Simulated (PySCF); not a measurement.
# How the functional moves excitation energies

Species: C2H3B.
SMILES with atom numbers: `[BH2:1][C:2]#[CH:3]` (hydrogens: H4, H5 on B1; H6 on C3)

Structure used (PBE0-D3(BJ)/def2-SVP), in Å, numbered top down from 1:
```
atom  x, y, z in Å
B1    -1.134    0.064    0.038
C2     0.368   -0.021    0.149
C3     1.584   -0.088    0.239
H4    -1.830   -0.610    0.757
H5    -1.637    0.805   -0.771
H6     2.655   -0.147    0.318
```

Linear-response calculations in the def2-SVPD basis (PySCF; singlets by full response, triplets Tamm–Dancoff, core orbitals frozen in the response; HF means time-dependent Hartree–Fock). 'Strongest' is the level of largest summed f among the singlets computed (10 roots, of which the last may lack a degenerate partner); it can jump between rows when another state enters that window. S1 is the lowest singlet of each run and needn't be the same state throughout; f(S1) is that of one state. Geometry: PBE0-D3(BJ)/def2-SVP; no solvent, vibrations or thermal averaging.

```
functional                               kind  S1 (eV)  f(S1)  strongest (eV)  T1 (eV)  HOMO (eV)  gap (eV)  ionisation energy, ΔSCF (eV)
       LDA                                LDA     3.42  0.000            7.79     3.13      -7.00      3.30                         10.52
       PBE                                GGA     3.53  0.000            7.82     3.18      -6.87      3.45                         10.35
     B3LYP  global hybrid, 20% exact exchange     3.75  0.000            7.98     3.42      -7.86      5.22                         10.50
      PBE0  global hybrid, 25% exact exchange     3.80  0.000            8.12     3.41      -8.09      5.65                         10.48
 BHandHLYP  global hybrid, 50% exact exchange     3.97  0.000            8.28     3.64      -9.16      7.81                         10.42
        HF                       Hartree–Fock     4.09  0.000            8.78     3.70     -10.82     12.10                   not settled
```

S1 runs from 3.42 eV (LDA) to 4.09 eV (HF), a spread of 0.68 eV, while the orbital gap spreads over 8.8 eV. Along PBE (0%), B3LYP (20%), PBE0 (25%), BHandHLYP (50%), HF (100%) S1 rises with the share of exact exchange. −ε(HOMO) comes closest to its own ΔSCF ionisation energy with BHandHLYP (-1.26 eV) and misses most with LDA (-3.52 eV). 'Not settled' means that the ion's SCF failed to converge or may have ended in another state than the lowest.
